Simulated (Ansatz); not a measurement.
# AlNH₂+ (quartet): wave-function methods side by side, 6-31G

One table from this session's results is given with a row withheld; the runs are named, their logs left out.

Method: 6-31G, core rule «outside noble gas», up to 6 orbitals frozen; program: Ansatz 0.2.0, Gaussian basis.

To be run: UHF; CCSD(T) on ROHF; CCSD(T) on UHF; BCCD(T) on ROHF; CISD; CCSDT(Q) on ROHF; CCSDT(Q) on UHF; CISDTQ; CCSDTQ on ROHF; CCSDTQ on UHF; Full CI.

10 further runs of the same task are left out: 4 for a known fault of the program, 6 set aside as unsound or not needed.

### The system

The geometry is a PBE0/def2-TZVP stationary point (not a proven minimum) of the parent state, kept for this charge and spin.

4 atoms, charge 1, spin multiplicity 4.

Atoms are counted from 1 here; the program's logs count them from 0.

Bond lengths: Al1–N2 1.768 Å, Al1–H3 1.611 Å, N2–H4 1.009 Å. Angles: N2–Al1–H3 113.2°, Al1–N2–H4 161.1°.

The first run:

Input file in.yaml:

```yaml
crystal:
  periodic: [false, false, false]
  atoms:
    - {symbol: Al, position_ang: [0.000000, -0.084877, 0.620504]}
    - {symbol: N, position_ang: [0.000000, 0.035620, -1.143535]}
    - {symbol: H, position_ang: [0.000000, 1.349999, 1.353786]}
    - {symbol: H, position_ang: [0.000000, 0.427096, -2.073077]}
basis:
  gaussian: {orbitals: 6-31G}
total_charge: 1
magnetization: {spin_polarized: true, initial_magnetization: 3}
hamiltonian: {xc: hf}
output: {orbitals: {seedname: orbitals}}
```

On the command line:

```sh
$ ansatz run in.yaml --threads 1 --pin off --events-out ev --progress --plain --max-ram 4096MiB --backend cpu
```

Steps of the session up to this table: UHF; CCSD(T) on ROHF; CCSD(T) on UHF; BCCD(T) on ROHF; CISD; CCSDT(Q) on ROHF; CCSDT(Q) on UHF; CISDTQ; CCSDTQ on ROHF; CCSDTQ on UHF; Full CI.

One table of the session follows, with a row left open; its other results are not shown here.

| method | from FCI (kJ/mol) |
| --- | --- |
| ROHF | +271.6 |
| UHF | +254.0 |
| RMP2 | ? |
| UMP2 | +63.2 |
| CISD | +15.5 |
| RCCSD | +5.2 |
| UCCSD | +4.8 |
| RCCSD(T) | +1.7 |
| UCCSD(T) | +1.5 |
| BCCD(T) | +1.6 |
| RCCSDT | +0.3 |
| UCCSDT | +0.1 |
| CISDTQ | +0.4 |
| RCCSDT(Q) | 0.0 |
| UCCSDT(Q) | -0.1 |
| RCCSDTQ | 0.0 |
| UCCSDTQ | -0.1 |
| FCI | 0 |

Q: Estimate the row for RMP2 from the others.

The run gave: from FCI (kJ/mol): +68.7. In the column «from FCI (kJ/mol)» it lies between UMP2 (+63.2) and UHF (+254.0).

Some runs used a GPU and others CPU threads alone; cost is compared among the CPU runs only.

Among the levels timed on like hardware, those that no quicker one beats, quickest first: CISD (0.6 s, +15.5 kJ/mol); RCCSD(T) (0.66 s, +1.7 kJ/mol); UCCSD(T) (0.69 s, +1.5 kJ/mol); UCCSDT(Q) (2.5 s, -0.1 kJ/mol); RCCSDT(Q) (2.7 s, 0.0 kJ/mol).

To keep in mind: The yardstick is full CI for this spin, exact in this basis with these frozen cores. Levels on UHF freeze UHF's core orbitals, full CI those of ROHF, so the U rows can settle a little off it for that reason alone. Restricted and unrestricted rows rest on different reference determinants; where their highest levels disagree by more than a few hundredths of an eV, they describe different states and don't form one ladder.
